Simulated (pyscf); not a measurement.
`[OH2]` + `[NH2][Zr]([OH])([Cl])[Cl]` → `[OH][Zr]([OH])([Cl])[Cl]` + `[NH3]` (four-centre exchange; singlet surface; H–O, N–Zr broken, O–Zr, H–N formed). Single points on ωB97X-D3(BJ)/def2-SVP structures (PySCF, gas phase). Energies in eV from the separated reactants.

| level | barrier | reaction energy |
|---|---|---|
| ωB97X-D3(BJ)/def2-TZVP | … | -0.68 |
| PBE/def2-TZVP | -0.32 | -0.68 |
| r²SCAN/def2-TZVP | … | … |
| PBE0-D3(BJ)/def2-TZVP | -0.37 | -0.66 |
| M06-2X/def2-TZVP | -0.38 | -0.65 |
| HF/def2-TZVP | 0.16 | -0.77 |

Task: Some entries are withheld; supply them.

Result: 
- ωB97X-D3(BJ)/def2-TZVP, barrier: -0.39
- r²SCAN/def2-TZVP, barrier: -0.40
- r²SCAN/def2-TZVP, reaction energy: -0.71

On the reactant side the descent ends in an adduct with a O–Zr contact, 0.64 eV under the separated species and 0.25 eV under the saddle at ωB97X-D3(BJ)/def2-TZVP. On the product side the descent ends in an adduct with a N–Zr contact, 0.99 eV under the separated species and 1.28 eV under the saddle at ωB97X-D3(BJ)/def2-TZVP. At ωB97X-D3(BJ)/def2-TZVP, PBE, r²SCAN, PBE0-D3(BJ), M06-2X the saddle lies under the separated reactants, which points to a path from their complex (located at ωB97X-D3(BJ) alone). What is counted as formed (O–Zr) is already present as a longer contact in the reactant adduct; forming that adduct is a step of its own. What is counted as broken (N–Zr) persists as a longer contact in the product adduct; parting that adduct is a step of its own. One saddle was located; it need not be the lowest between these sides. Elements past Kr carry the def2 core potentials, without spin-orbit coupling.
